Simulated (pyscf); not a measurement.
5 gas-phase steps of one pattern: 1,1-elimination on the singlet surface, C–Ge + Ge–H or C–Si + H–Si or C–Sn + H–Sn broken and C–H formed. Single points on ωB97X-D3(BJ)/def2-SVP structures (PySCF, gas phase). Correlated levels are frozen-core, on RHF or UHF. ΔMP2 is the change of the MP2 total energy from the triple- to the quadruple-zeta basis. Electronic energies in kJ/mol, from the reactant's lowest minimum found; ΔE‡ and ΔE at CCSD(T)/def2-TZVPP + ΔMP2(QZVPP). Rows were drawn at random from the steps of this pattern with a verified saddle, stable references and no exit in the data more than 5 kcal/mol lower.

| row | step | ΔE | ΔE‡ |
|---|---|---|---|
| 1 | H₃C–SnH₃ → CH₄ + SnH₂ [singlet] | +58.8 | ? |
| 2 | HO–CH₂–GeH₃ → GeH₂ [singlet] + H₃C–OH | +145.1 | 238.0 |
| 3 | H₃C–GeH₃ → GeH₂ [singlet] + CH₄ | +153.2 | 263.7 |
| 4 | H₃C–SiH₂–CH₃ → CH₄ + H₃C–SiH: [singlet] | +225.7 | 316.6 |
| 5 | H₃C–SiH₃ → SiH₂ [singlet] + CH₄ | +225.9 | 308.0 |

**Question.** From a straight line through the complete rows, estimate the missing barrier and say how far the line can be trusted.

**Answer.** Over the 4 complete rows the means are +187.5 (ΔE) and 281.6 (ΔE‡); least squares gives b = 0.81 and a = 129.7 kJ/mol, with residuals of 7.4 kJ/mol (root mean square; largest 9.9, row 3). For row 1: 129.7 + 0.81 × (+58.8) = 177.3 kJ/mol, an extrapolation. The computed barrier is 233.2 kJ/mol, 55.9 over the line. The line follows the complete rows closely but misses this one by more than their scatter. Each barrier is that of the saddle found. The CCSD(T) − MP2 part came from Ansatz, without density fitting, on the same reference. The frozen core leaves the outer d or s,p core shells of the metals and heavy elements correlated in the MP2 and CC values, and def2-TZVPP describes them poorly, which can shift differences by a few kcal/mol. Elements up to Kr have no core potential and no relativistic terms here. Elements past Kr carry the def2 core potentials, without spin-orbit coupling.
